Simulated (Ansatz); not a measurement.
Process, species as SMILES: P#P (P2) → 2 P atom
B3LYP-D3(BJ)/def2-TZVP geometries, fixed; electronic energies without zero-point terms.
Largest species:
```
P
P 1 1.8895
```
Charge 0, spin multiplicity 1.

Basis-set convergence of the atomisation energy at B2PLYP with Ansatz (an electronic-structure program). Cartesian d functions, on some or all atoms, in 6-311G**, 6-311+G**; all else is spherical. Cores are frozen. Open shells are unrestricted. No added dispersion term, no relativity. Functions are those of the species that has most. Reference: the value in aug-cc-pV(5+d)Z, 118.15 kcal/mol, itself unsure by roughly 0.64 kcal/mol (its mean distance from pcseg-4, aug-pcseg-3, aug-cc-pV(Q+d)Z). Deviations are taken from unrounded values.

| basis | functions | atomisation energy (kcal/mol) |
|---|---|---|
| def2-SVP | 36 | 108.58 |
| def2-SVPD | 48 | 109.82 |
| pcseg-1 | 36 | 106.21 |
| aug-pcseg-1 | 54 | 108.01 |
| cc-pV(D+d)Z | 46 | 109.11 |
| aug-cc-pV(D+d)Z | 64 | 110.13 |
| 6-311G** | 54 | 105.41 |
| 6-311+G** | 62 | 106.43 |
| pcseg-2 | 68 | 112.62 |
| aug-pcseg-2 | 100 | 115.00 |
| def2-TZVP | 74 | 114.78 |
| def2-TZVPD | 86 | 115.45 |
| cc-pV(T+d)Z | 78 | 115.03 |
| aug-cc-pV(T+d)Z | 110 | 115.71 |
| def2-TZVPP | 84 | 114.99 |
| def2-TZVPPD | 96 | 115.63 |
| cc-pV(Q+d)Z | 128 | 117.14 |
| aug-cc-pV(Q+d)Z | 178 | 117.52 |
| pcseg-3 | 128 | 116.68 |
| aug-pcseg-3 | 178 | 117.17 |
| def2-QZVPP | 140 | 117.07 |
| def2-QZVPPD | 152 | 117.22 |
| cc-pV(5+d)Z | 200 | 117.91 |
| aug-cc-pV(5+d)Z | 272 | 118.15 |

What the diffuse functions change, pair by pair:
- def2-SVP to def2-SVPD: 12 more functions, deviation -9.57 to -8.33 kcal/mol
- pcseg-1 to aug-pcseg-1: 18 more functions, deviation -11.94 to -10.14 kcal/mol
- cc-pV(D+d)Z to aug-cc-pV(D+d)Z: 18 more functions, deviation -9.04 to -8.02 kcal/mol
- 6-311G** to 6-311+G**: 8 more functions, deviation -12.74 to -11.72 kcal/mol
- pcseg-2 to aug-pcseg-2: 32 more functions, deviation -5.53 to -3.15 kcal/mol
- def2-TZVP to def2-TZVPD: 12 more functions, deviation -3.37 to -2.70 kcal/mol
- cc-pV(T+d)Z to aug-cc-pV(T+d)Z: 32 more functions, deviation -3.12 to -2.44 kcal/mol
- def2-TZVPP to def2-TZVPPD: 12 more functions, deviation -3.16 to -2.52 kcal/mol
- cc-pV(Q+d)Z to aug-cc-pV(Q+d)Z: 50 more functions, deviation -1.01 to -0.63 kcal/mol
- pcseg-3 to aug-pcseg-3: 50 more functions, deviation -1.47 to -0.98 kcal/mol
- def2-QZVPP to def2-QZVPPD: 12 more functions, deviation -1.08 to -0.93 kcal/mol
- cc-pV(5+d)Z to aug-cc-pV(5+d)Z: 72 more functions, deviation -0.24 to 0.00 kcal/mol

Leaving out the reference's own pair, they bring the value nearer the reference by more than 0.64 kcal/mol in 8 of 11 pairs.
